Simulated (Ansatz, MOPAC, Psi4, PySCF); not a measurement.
Molecule: propyl chloride, C3H7Cl, charge 0, multiplicity 1. SMILES: C(CCl)C
Geometry: optimised at B3LYP-D3(BJ)/def2-TZVP (Ansatz, a program for electronic structure).

Wanted: size of the dipole moment, in D. Terms: dispersion terms only where a functional's name holds one; 6-31G* and kin with 6d, 5d where marked; non-relativistic; spin-orbit terms left out; 6-311+G** with 5d, 6d on Na to Ar in Ansatz. First-principles rows: single points at B3LYP-D3(BJ) geometries (Ansatz). Semi-empirical rows: dipoles at the shared geometry.

Measured values: NIST CCCBDB, as tabulated in the package chemicals; dipoles are vibrational averages and may belong to another conformer or a mix. 

Value to compare with, the measured value: 2.05 D.

| level | program | size of the dipole moment (D) | error |
|---|---|---|---|
| MNDO | MOPAC | 2.15 | 0.10 |
| BP86/def2-SVP | PySCF | 2.01 | -0.04 |
| B3LYP/6-31G* | Ansatz | 2.33 | 0.28 |
| B3LYP/6-31+G* | Ansatz | 2.39 | 0.34 |
| B3LYP/cc-pVDZ | Ansatz | 2.17 | 0.12 |
| M06-2X/6-311+G** | PySCF | 2.38 | 0.33 |
| wB97X-D/6-311+G** | Psi4 | 2.37 | 0.32 |

6 of the 7 habitual levels lie above the measured value; their mean absolute error is 0.22 D, the median 0.28.

The levels are drawn from those run, B3LYP/6-31G* more often than the rest, none by its result; runs whose electronic state is in doubt are left out.
